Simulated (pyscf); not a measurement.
Optimised with ωB97X-D3(BJ)/def2-SVP in PySCF.

SMILES: [CH2]([Sb]([CH2]C)[CH2]C)C
```xyz
22

C      1.2916     1.6316     0.1250
C      1.1589     0.1211    -0.0627
Sb    -0.4448    -0.4031    -1.4214
C     -0.6094    -2.4567    -0.7520
C     -1.9482    -3.0870    -1.1326
C     -2.0490     0.3636    -0.1758
C     -2.0146    -0.0516     1.2918
H      0.3808     2.0644     0.5711
H      1.4606     2.1456    -0.8359
H      2.1345     1.8888     0.7883
H      2.0861    -0.3041    -0.4808
H      0.9799    -0.3863     0.8986
H      0.2275    -3.0113    -1.2074
H     -0.4527    -2.4806     0.3383
H     -2.7920    -2.5599    -0.6573
H     -2.1154    -3.0554    -2.2221
H     -2.0059    -4.1437    -0.8215
H     -2.9896     0.0441    -0.6547
H     -2.0187     1.4614    -0.2764
H     -2.0696    -1.1458     1.4066
H     -1.0906     0.2850     1.7883
H     -2.8620     0.3787     1.8525
```

Question: What is the homolytic dissociation enthalpy (298 K, ωB97M-D3(BJ)/def2-TZVP) of the C–Sb bond of `[CH3][CH2][Sb]([CH2][CH3])[CH2][CH3]`, to •H₂C–CH₃ + H₃C–CH₂–Sb•–CH₂–CH₃?

Answer: C–Sb to •H₂C–CH₃ + H₃C–CH₂–Sb•–CH₂–CH₃: 55.0 kcal/mol. The 7 functionals that were run give +48.9 (r²SCAN) to +59.6 kcal/mol (ωB97X-D3(BJ)/def2-TZVP). Other isomers of •H₂C–CH₃, H₃C–CH₂–Sb•–CH₂–CH₃ were not searched in full and may lie lower. Elements past Kr carry the def2 core potentials, without spin-orbit coupling.
